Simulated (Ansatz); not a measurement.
**A ladder of methods for SiH3 (SMILES [SiH3])**

SiH3: 4 atoms, total charge 0, spin state doublet. SMILES: `[SiH3]`. Geometry: relaxed at PBE0-D4/def2-TZVP.

```xyz
4

Si    0.2938   -0.0269   -0.1640
H     0.5592    0.6653    1.1239
H    -0.2240   -1.4017    0.0601
H    -0.6289    0.7632   -1.0200
```

Each level gives the energy change with the Si1–H2 bond stretched from 1.486 to 2.972 Å (eV). The values are calculated.

| level | kind | program | value (eV) | CPU time (all runs) |
| --- | --- | --- | --- | --- |
| U-revPBE/6-31G* (spherical functions) | GGA | Ansatz | 3.19 | 4.7 s |
| UPBE/6-31G* (spherical functions) | GGA | Ansatz | 3.22 | 4.9 s |
| U-r2SCAN0/6-31G* (spherical functions) | hybrid meta-GGA | Ansatz | 3.28 | 13 s |
| UB3LYP/6-31G* (spherical functions) | global hybrid | Ansatz | 3.22 | 4.6 s |
| U-wB97X/6-31G* (spherical functions) | range-separated hybrid | Ansatz | 3.38 | 26 s |
| UB2PLYP/6-31G* (spherical functions) | double hybrid | Ansatz | 3.23 | 6.8 s |
| UCCSD(T)/6-31G* (spherical functions) | coupled cluster or CI | Ansatz | 3.06 | 1.1 s |
| UCCSD/6-31G* (spherical functions) | coupled cluster or CI | Ansatz | 3.08 | 0.96 s |
| FCI/3-21G | exact in the basis | Ansatz | 2.85 | 2.5 s |

The first shape isn't each level's own minimum. The values span 2.85 to 3.38 eV. Spin contamination of the reference (⟨S²⟩ at least 0.1 too high) touches U-revPBE/6-31G*, UPBE/6-31G*, U-r2SCAN0/6-31G*, UB3LYP/6-31G*, U-wB97X/6-31G*, UB2PLYP/6-31G*, UCCSD(T)/6-31G*, UCCSD/6-31G*. The coupled-cluster rows rest on a doubtful reference here (large T1 or Brueckner and Hartree–Fock orbitals at odds), and rows may lie in different states. High-level rows in very small sets aren't better than simpler rows in larger ones. Times are those of the runs behind each value, whatever else they computed, on shared processors of several kinds: orders of magnitude only.
